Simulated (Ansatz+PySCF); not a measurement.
Results of a calculation; reference values are marked as such.
## PySCF 2.14.0 run

```python
from pyscf import gto, scf, mp

# the (T+d) and (D+d) sets load through basis_set_exchange
mol = gto.M(atom="""
Si 0.000000 -0.494080 0.000000
H 0.000000 0.247040 1.268780
H 0.000000 0.247040 -1.268780
""", basis={'H': 'cc-pvtz', 'Si': 'cc-pv(t+d)z'}, charge=1, spin=1)
mf = scf.UHF(mol)
mf.kernel()
pt = mp.MP2(mf, frozen=5).run()
print(mf.e_tot, pt.e_corr, pt.e_tot)
```

The script is written out from the run's settings.

Output:

| Item | Value |
| --- | --- |
| Converged | yes |
| Reference energy | -289.74231 hartree |
| Correlation energy | -0.07526 hartree |
| Total energy | -289.81757 hartree |
| Spin squared of the determinant | 0.756 |
